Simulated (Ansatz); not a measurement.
## AlSiH5 (AlH2(SiH3)): the energy, rung by rung

AlSiH5: 7 atoms, total charge 0, spin state singlet. SMILES: `[H][Al]([H])[SiH3]`. The shape comes from GFN2-xTB, which is rough for such elements, and wasn't checked as a minimum.

```xyz
7

Al    0.6880    1.2017    0.0039
H     2.2454    1.3650    0.0565
H     0.0534    2.6332   -0.0166
Si   -0.5174   -0.8978   -0.0168
H    -1.8514   -0.8364    0.6256
H     0.1776   -1.9927    0.7011
H    -0.7956   -1.4730   -1.3538
```

Quantity: the energy change with the Al1–Si4 bond stretched from 2.421 to 3.631 Å, in eV. The values are calculated.

```csv
level,kind,program,value (eV),less FCI/STO-3G,CPU time (all runs)
SVWN5/STO-3G (restricted),LDA,Ansatz,4.21,+0.24,1.9 s
revPBE/STO-3G (restricted),GGA,Ansatz,3.96,-0.01,3 s
PBE0/STO-3G (restricted),global hybrid,Ansatz,4.51,+0.54,3 s
wB97X/STO-3G (restricted),range-separated hybrid,Ansatz,4.99,+1.02,13 s
B2PLYP/STO-3G (restricted),double hybrid,Ansatz,4.44,+0.47,3.9 s
MP2/STO-3G (restricted),perturbation theory,Ansatz,4.73,+0.76,0.35 s
CCSDT/STO-3G (restricted),coupled cluster or CI,Ansatz,3.98,+0.01,0.7 s
CCSDTQ/STO-3G (restricted),coupled cluster or CI,Ansatz,3.97,0.00,8.3 s
FCI/STO-3G,exact in the basis,Ansatz,3.97,0.00,26 s
```

FCI/STO-3G is exact within its basis and frozen core, so for wave-function methods in that basis the difference is their error; functionals converge differently with the basis, so for them it is only a difference. The first shape isn't each level's own minimum. The values span 3.96 to 4.99 eV. All rows use very small basis sets, so even the best lies far from the true value. CPU times are rough (shared hosts, several kinds of processor): they show what a rung costs within a factor of a few.
